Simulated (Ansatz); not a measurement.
Born–Oppenheimer molecular dynamics of CH₉NSi (12 atoms, charge 0, multiplicity 1). It starts at the highest image of a converged band. Of that band: Neighbouring images differ by up to 1.4 eV, so the band resolves the path poorly. A vibrational analysis at the climbing image gives one clearly imaginary mode, 1289i cm⁻¹: a first-order saddle point.

These are results of Ansatz, RKS PBE0/def2-SVP, not measurements.

```json
{"ensemble": "NVE (velocity Verlet)", "time step": "0.5 fs", "steps asked": "200", "starting velocities drawn for": "300 K", "seed": "10909"}
```

First frame:

```xyz
12
Properties=species:S:1:pos:R:3
Si -0.640 -0.122 -0.007
N 0.476 -0.791 1.392
H -0.979 -1.516 -0.538
H -1.972 0.330 0.487
C 0.166 0.646 -1.525
H 0.456 0.395 1.568
H 0.027 1.325 1.014
H 0.057 -1.450 2.051
H 1.379 -1.152 1.080
H 0.217 1.741 -1.469
H 1.194 0.259 -1.623
H -0.382 0.335 -2.429
```

**Question.** How far do the bonds stretch over the last three quarters of this one trajectory? (Pairs bonded in most of those frames.)

**Answer.** 
```tsv
bond	mean (Å)	spread (Å)	shortest	longest
Si1–H3	1.519	0.064	1.41	1.62
Si1–H4	1.506	0.029	1.47	1.57
Si1–C5	1.891	0.021	1.86	1.92
Si1–H7	1.518	0.076	1.40	1.65
N2–H6	1.023	0.011	1.00	1.05
N2–H8	1.025	0.023	0.98	1.07
N2–H9	1.024	0.023	0.98	1.07
C5–H10	1.102	0.010	1.09	1.12
C5–H11	1.104	0.020	1.07	1.13
C5–H12	1.103	0.008	1.09	1.12
```

Mean temperature of the second half: 1241 K. The conserved energy stayed within 0.22 meV per atom of its start (net change 0.051 meV per atom), so the integration is sound. The system heated up, since it started high on the potential surface and ran downhill. A run of 0.1 ps of so small a system gives no equilibrium averages. The orbitals stay closed-shell, which can raise the energy where a bond breaks towards radicals; this wasn't checked here.

The run took 5.6 min on 2 threads of Arm Neoverse V1 (shared host), peak memory 0.17 GiB.
